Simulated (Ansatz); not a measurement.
System: chalcopyrite ZnGeP2. Method: LDA (PAW; Ansatz, a quantum-chemistry and plane-wave program).

Run with plane-wave cutoff 520 eV, 10×10×10 k mesh, scalar-relativistic PAW data made under PBE.

Cell (relaxed at this level):

```cif
data_Ge4P8Zn4
_chemical_formula_sum 'Zn4 Ge4 P8'
_space_group_name_H-M_alt 'I-42d'
_space_group_IT_number 122
_space_group_name_Hall 'I -4 2bw'
_cell_length_a 5.37369
_cell_length_b 5.37369
_cell_length_c 10.62456
_cell_angle_alpha 90.000
_cell_angle_beta 90.000
_cell_angle_gamma 90.000
loop_
_atom_site_label
_atom_site_type_symbol
_atom_site_symmetry_multiplicity
_atom_site_Wyckoff_symbol
_atom_site_fract_x
_atom_site_fract_y
_atom_site_fract_z
_atom_site_occupancy
Zn1 Zn 4 a 0.00000 0.00000 0.00000 1
Ge1 Ge 4 b 0.00000 0.00000 0.50000 1
P1 P 8 d 0.25037 0.25000 0.12500 1
```
(The calculation used a cell of 8 atoms; values per cell refer to that cell.)

Task: What does this level give for the elastic constant C44, Poisson ratio, elastic constant C11, elastic constant C12, elastic constant C13, elastic constant C33 and elastic constant C66?

Result: 
* **elastic constant C44**: 70.0 GPa
* **Poisson ratio**: 0.246
* **elastic constant C11**: 139 GPa
* **elastic constant C12**: 63.4 GPa
* **elastic constant C13**: 64.1 GPa
* **elastic constant C33**: 139 GPa
* **elastic constant C66**: 69.7 GPa

Elastic constants are with the ions relaxed.

Computed values are for the static lattice.

It cost about 2.4 core-hours (a rough figure) of CPU time.
